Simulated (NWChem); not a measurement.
System: LiF; SMILES [Li][F]

Program: NWChem. Pople sets run with spherical d functions. All runs use the structure optimised with PBE0/def2-SVP.

Task: Predict the results for B3LYP/6-311G**. Quantities: highest occupied level (eV); orbital gap (eV); dipole (D).

Result: The highest occupied level (eV) is -7.46 and the orbital gap (eV) is 6.08. The dipole (D) comes out as 5.65.
